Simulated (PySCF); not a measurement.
**One shape, several levels: CH5AlO (SMILES [CH3][AlH][OH])**

Wanted: a comparison of 6 runs (HF/STO-3G, HF/3-21G, HF/def2-SVP, B3LYP/6-31G*, B2PLYP/6-311G**, PBE/aug-cc-pVDZ) of CH5AlO. Input form: a Python script.

The calculation is run with PySCF 2.14.0.

**1. The molecule**

CH5AlO has 8 atoms, charge 0, and is taken as a singlet. SMILES: `[CH3][AlH][OH]`. The shape is that of a PBE0-D4/def2-TZVP optimisation. This is one conformer, not always the lowest.

Bond lengths: C1–Al2 1.941 Å, Al2–O3 1.701 Å, C1–H4 1.095 Å, C1–H5 1.092 Å, C1–H6 1.095 Å, Al2–H7 1.589 Å, O3–H8 0.956 Å. Angles: C1–Al2–O3 117.6°, C1–Al2–H7 124.2°, O3–Al2–H7 118.3°, Al2–C1–H4 111.0°, Al2–C1–H5 111.9°, Al2–C1–H6 111.2°, Al2–O3–H8 122.5°, H4–C1–H5 107.9°, H4–C1–H6 106.4°, H5–C1–H6 108.2°.

**2. Energy and forces at HF/STO-3G (run 1)**

calc.py reads:

```python
import pyscf.grad
from pyscf import gto

system = gto.M(
    atom=[
    ('C', (-0.777900, 0.982200, -0.070900)),
    ('Al', (0.579700, -0.394200, -0.239900)),
    ('O', (0.544600, -1.676400, 0.876800)),
    ('H', (-0.325100, 1.954500, 0.149300)),
    ('H', (-1.491400, 0.755400, 0.724300)),
    ('H', (-1.335700, 1.105000, -1.004800)),
    ('H', (1.716800, -0.394500, -1.350200)),
    ('H', (1.181200, -2.389100, 0.859500)),
],
    verbose=4,
    basis='sto-3g',
    max_memory=1860,
    spin=0,
    charge=0,
)

mf = system.RHF()
mf.conv_tol = 1e-10
mf.kernel()
if not mf.converged:
    mf = mf.newton().run(mf.mo_coeff, mf.mo_occ)

e_tot = mf.e_tot
print(f'total energy: {e_tot:.8f} hartree')
grad = mf.Gradients().kernel()
dip = mf.dip_moment()
pop, q = mf.mulliken_pop()
```

The run is started by

```bash
OMP_NUM_THREADS=1 python calc.py
```

Log:

```text
PySCF version 2.14.0

[... 60 lines left out ...]
converged SCF energy = -353.207757181142
total energy: -353.20775718 hartree
[... 11 lines left out ...]
Dipole moment(X, Y, Z, Debye):  0.87420, -0.18619, -0.69732
[... 33 lines left out ...]
charge of    7H =      0.14584
```

It took 0.89 s on 1 thread of Arm Neoverse V2, shared host; peak memory 0.12 GiB.

**3. Energy and gradient at HF/3-21G (run 2)**

mol.xyz reads:

```xyz
8
CH5AlO
C     -0.777900     0.982200    -0.070900
Al     0.579700    -0.394200    -0.239900
O      0.544600    -1.676400     0.876800
H     -0.325100     1.954500     0.149300
H     -1.491400     0.755400     0.724300
H     -1.335700     1.105000    -1.004800
H      1.716800    -0.394500    -1.350200
H      1.181200    -2.389100     0.859500
```

calc.py reads:

```python
from pyscf import gto, scf

mol = gto.M(
    atom='mol.xyz',
    basis='3-21g',
    verbose=4,
    max_memory=1860,
)

mf = scf.RHF(mol)
mf.conv_tol = 1e-10
mf.kernel()
if not mf.converged:
    mf = mf.newton().run(mf.mo_coeff, mf.mo_occ)

e_final = mf.e_tot
print('Final energy', e_final)
grad = mf.nuc_grad_method().kernel()
mf.analyze()
```

The run is started by

```bash
OMP_NUM_THREADS=1 python calc.py
```

Log:

```text
PySCF version 2.14.0

[... 75 lines left out ...]
Nuclear Repulsion Energy =              98.976519636215855
[... 10 lines left out ...]
MO #5   energy= -3.16591823638109  occ= 2
[... 8 lines left out ...]
MO #14  energy= -0.467197975066203 occ= 2
[... 8 lines left out ...]
MO #23  energy= 0.349329570412643  occ= 0
[... 8 lines left out ...]
MO #32  energy= 1.32068707827947   occ= 0
[... 8 lines left out ...]
MO #41  energy= 3.11934019279422   occ= 0
[... 52 lines left out ...]
Dipole moment(X, Y, Z, Debye):  0.94467, -0.23618, -0.71312
```

It took 0.97 s on 1 thread of Arm Neoverse V2, shared host; peak memory 0.12 GiB.

Runs 3 to 5 aren't shown in full; the table further down has their settings and results.

**4. Energy and gradient at PBE/aug-cc-pVDZ (run 6)**

job.py reads:

```python
from pyscf import gto, dft

mol = gto.M(
    atom='''
C   -0.777900   0.982200  -0.070900
Al   0.579700  -0.394200  -0.239900
O    0.544600  -1.676400   0.876800
H   -0.325100   1.954500   0.149300
H   -1.491400   0.755400   0.724300
H   -1.335700   1.105000  -1.004800
H    1.716800  -0.394500  -1.350200
H    1.181200  -2.389100   0.859500
''',
    basis='aug-cc-pvdz',
    max_memory=1860,
    charge=0,
    verbose=4,
)

calc0 = dft.RKS(mol)
calc0.xc = 'pbe'
calc0.conv_tol = 1e-10
calc0.grids.level = 5
calc0.kernel()
if not calc0.converged:
    calc0 = calc0.newton().run(calc0.mo_coeff, calc0.mo_occ)

etot = calc0.e_tot
print('E(%s) = %.9f' % ('PBE', etot))
grad = calc0.nuc_grad_method().kernel()
calc0.analyze()
```

The run is started by

```bash
OMP_NUM_THREADS=1 python job.py
```

Log:

```text
PySCF version 2.14.0

[... 111 lines left out ...]
MO #8   energy= -0.889873770677561 occ= 2
[... 21 lines left out ...]
MO #30  energy= 0.0882966403077083 occ= 0
[... 21 lines left out ...]
MO #52  energy= 0.332460802876478  occ= 0
[... 21 lines left out ...]
MO #74  energy= 0.716098019393796  occ= 0
[... 21 lines left out ...]
MO #96  energy= 1.70674963223591   occ= 0
[... 21 lines left out ...]
MO #118 energy= 3.76742072026403   occ= 0
[... 129 lines left out ...]
Dipole moment(X, Y, Z, Debye):  0.36260,  0.02217, -0.36729
```

Wall time 36 s (1 thread of Arm Neoverse V2, shared host); peak memory 1.2 GiB.

**5. All runs side by side**

| run | level | integration grid | task | energy (Eh) | dipole moment (D) | HOMO energy (eV) | LUMO energy (eV) | wall time |
| --- | --- | --- | --- | --- | --- | --- | --- | --- |
| 1 | HF/STO-3G | – | gradient | -353.207757 | 1.13 | -8.39 | 9.59 | 0.89 s |
| 2 | HF/3-21G | – | gradient | -355.649390 | 1.21 | -10.94 | 2.43 | 0.97 s |
| 3 | HF/def2-SVP | – | gradient | -357.448480 | 0.89 | -11.12 | 2.47 | 2.4 s |
| 4 | B3LYP/6-31G* (spherical functions) | 5 | gradient | -358.815424 | 0.68 | -7.56 | -0.46 | 13 s |
| 5 | B2PLYP/6-311G** | 5 | energy | -358.627786 | 0.83 | -9.13 | 0.48 | 15 s |
| 6 | PBE/aug-cc-pVDZ | 5 | gradient | -358.547027 | 0.52 | -6.71 | -1.35 | 36 s |

**6. What came out**

| quantity | value |
| --- | --- |
| run 6: total energy | -358.54703 Eh |
| run 6: dipole moment | 0.52 D |
| run 6: HOMO energy | -6.71 eV |
| run 6: LUMO energy | -1.35 eV |
| run 6: HOMO–LUMO gap | 5.37 eV |
| run 6: largest force on an atom | 1.054 eV/Å |

**Reading.** The dipole moment (its size) runs from 0.52 D (PBE/aug-cc-pVDZ) to 1.21 D (HF/3-21G). The two ends differ in method and basis. The HOMO–LUMO gap runs from 5.37 eV (PBE/aug-cc-pVDZ) to 17.98 eV (HF/STO-3G). Totals of different functionals can't be ranked against each other. In run 1 the basis is minimal, so the values are rough. All runs together took 69 s, the longest 36 s.
